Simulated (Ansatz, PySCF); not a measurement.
For zinc-blende BP, LDA in Ansatz (plane waves, PAW) gives:

lattice parameter a: 4.490 Å
bulk modulus: 176 GPa
cohesive energy: 6.23 eV/atom

Q: What does CCSD (GTH pseudopotentials, Gaussian basis; PySCF) give for the same quantities?

A: 
- lattice constant a: 4.509 Å (increases by 0.4 %)
- bulk modulus: 176 GPa (hardly moves)
- cohesive energy: 5.21 eV/atom (falls by 1.02 eV/atom)

For comparison: lattice constant a 4.525 Å (measured, static lattice: zero-point anharmonic expansion removed; as tabulated in Mejia-Rodriguez and Trickey (2018), arXiv:1807.09216); bulk modulus 176 GPa (measured, 0 K, zero-point effect removed, our sources range from 168 to 176; as tabulated in Goldzak et al. (2022), arXiv:2208.04865); cohesive energy 5.14 eV/atom (measured, static lattice: zero-point vibration energy added, our sources range from 5.14 to 5.20; as tabulated in Mejia-Rodriguez and Trickey (2018), arXiv:1807.09216).

Changes are worked out from the printed values.

Unless a cell is named, each level is at its own relaxed cell (LDA 11.32, CCSD 11.46 Å³/atom).

Ansatz's density-functional and Hartree–Fock values are scalar-relativistic unless marked +SOC, with PAW data made under PBE.

Ansatz is a quantum-chemistry and plane-wave program.
